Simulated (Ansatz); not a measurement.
# Active spaces for C3H6, singlet

Program: Ansatz, Gaussian basis, development build; CASPT2, NEVPT3, NEVPT4(SD) by development code. Basis aug-cc-pVDZ, nonrelativistic, 3 orbitals frozen in the corrections. State-specific CASSCF; RHF is the lowest restricted (open-shell) Hartree–Fock solution met. No symmetry is imposed, so a solution can break that of the shape. Lower solutions, or ones in other orbitals, may exist.

Geometry:

| atom | x (Å) | y (Å) | z (Å) |
| --- | --- | --- | --- |
| C | 0.0000 | -0.2220 | -1.2791 |
| C | 0.0000 | 0.4612 | -0.1301 |
| H | 0.0000 | -1.3081 | -1.2946 |
| H | 0.0000 | 0.2794 | -2.2408 |
| H | 0.0000 | 1.5499 | -0.1638 |
| C | 0.0000 | -0.1644 | 1.2306 |
| H | 0.0000 | -1.2551 | 1.1613 |
| H | 0.8804 | 0.1425 | 1.8046 |
| H | -0.8804 | 0.1425 | 1.8046 |

Question: What do CASSCF and its corrections give against RHF in CAS(2,2), and what are the occupations?

Answer: CASSCF -0.726 eV, SC-NEVPT2 -11.849 eV, FIC-NEVPT2 -11.852 eV, NEVPT3 -12.844 eV, NEVPT4(SD) -13.209 eV, CASPT2 (IPEA 0) -11.857 eV; occupations 1.92, 0.08. The MRCI reference weight is 0.881.

Question: How do single-reference totals in the same basis and frozen core stand against SC-NEVPT2 in CAS(2,2)?

Answer: CCSD(T) -1.518 eV. Coupled cluster stands on the determinant that it favours, which can lie over the RHF solution above, and is in doubt where the occupations are far from 0, 1 and 2.

Question: Roughly how much CPU time does a whole run from the default start take (median of such runs, summed over threads; nearly all runs on one pinned thread of a shared server, mostly Xeon at 2.3 to 2.6 GHz, by a development driver)?

Answer: CAS(2,2): about 10 s. Other jobs ran beside these, and the count of passes differs.
